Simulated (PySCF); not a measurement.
Where the electron goes

Species: C₃H₅O₂ (charge +1).
Cartesian coordinates in Å at the PBE0-D3(BJ)/def2-SVP level; atoms count from 1:
```xyz
10
C3H5O2 angstrom
C     -1.3773   -0.3257    0.0397
O     -0.2963    0.0245   -0.8289
C      0.7532    0.6634   -0.2658
C      1.7063   -0.3822    0.2401
O      2.3253   -1.2726    0.5021
H     -1.7567    0.5677    0.5600
H     -2.1580   -0.7411   -0.6069
H     -1.0698   -1.0931    0.7705
H      0.5402    1.3417    0.5878
H      1.3422    1.2230   -1.0207
```

Computed with PySCF, TDDFT PBE0/def2-SVPD, vertical, gas phase, core orbitals frozen in the response.

Frontier orbitals with the atoms that hold most of them (Löwdin shares over 4%, at most four atoms; ? is withheld):

```json
{"orbital": "HOMO-3", "ε (eV)": "-17.69", "atoms": "C1 35%, O2 24%, H8 12%, H6 12%"}
{"orbital": "HOMO-2", "ε (eV)": "-16.85", "atoms": "C1 29%, O2 20%, C3 16%, H7 15%"}
{"orbital": "HOMO-1", "ε (eV)": "-15.27", "atoms": "?"}
{"orbital": "HOMO", "ε (eV)": "-14.23", "atoms": "O2 53%, C1 17%, H8 9%, H6 7%"}
{"orbital": "LUMO", "ε (eV)": "-8.46", "atoms": "?"}
{"orbital": "LUMO+1", "ε (eV)": "-8.08", "atoms": "C4 47%, O5 34%, C3 10%, H10 4%"}
{"orbital": "LUMO+2", "ε (eV)": "-4.99", "atoms": "C4 35%, C3 24%, O5 15%, H9 7%"}
```

Question: Which atoms hold the LUMO, and with what shares?

Answer: C4 (bonded to C and O) 47%; O5 (bonded to C) 33%; O2 (bonded to 2 C) 9%; C3 (bonded to C, O and 2 H) 7%. By element: carbon 54% or more, oxygen 42%.

Question: Which atoms hold the HOMO-1, and with what shares?

Answer: O2 (bonded to 2 C) 43%; C1 (bonded to O and 3 H) 24%; H7 (bonded to C) 10%; H6 (bonded to C) 6%. By element: oxygen 43% or more, carbon 24% or more, hydrogen 17% or more.

Question: The HOMO–LUMO gap is 5.77 eV. Where does the response calculation put the lowest singlet, and from which orbitals?

Answer: S1 is at 4.49 eV (f = 0.024), 1.27 eV below the gap, made of HOMO→LUMO (92%). Without the coupling terms of the response equations the lowest excitation would equal the gap.

Question: Give energy, strength and leading configuration of S1, S2, S3, S4, S5 and S6, and follow the Löwdin shares of the leading atoms from the occupied to the empty orbital.

Answer: 
- S1 (4.49 eV, f 0.024), HOMO→LUMO (92%): O2 53% → 9%, C1 17% → at most 5%, C4 at most 8% → 47%, O5 at most 8% → 33%
- S2 (4.83 eV, f 0.010), HOMO→LUMO+1 (94%): O2 53% → at most 5%, C1 17% → at most 5%, C4 at most 8% → 47%, O5 at most 8% → 34%
- S3 (5.50 eV, f 0.019), HOMO-1→LUMO (94%): O2 43% → 9%, C1 24% → at most 5%, C4 at most 7% → 47%, O5 at most 7% → 33%
- S4 (5.97 eV, f 0.015), HOMO-1→LUMO+1 (98%): O2 43% → at most 5%, C1 24% → at most 5%, C4 at most 7% → 47%, O5 at most 7% → 34%
- S5 (6.99 eV, f 0.0043), HOMO-2→LUMO (96%): C1 29% → at most 5%, O2 20% → 9%, C4 at most 15% → 47%, O5 at most 15% → 33%
- S6 (7.64 eV, f 0.018), HOMO-2→LUMO+1 (88%): C1 29% → at most 5%, O2 20% → at most 5%, C4 at most 15% → 47%, O5 at most 15% → 34%

Löwdin shares depend on the basis, the more so with diffuse functions.

One conformer stands for the species.
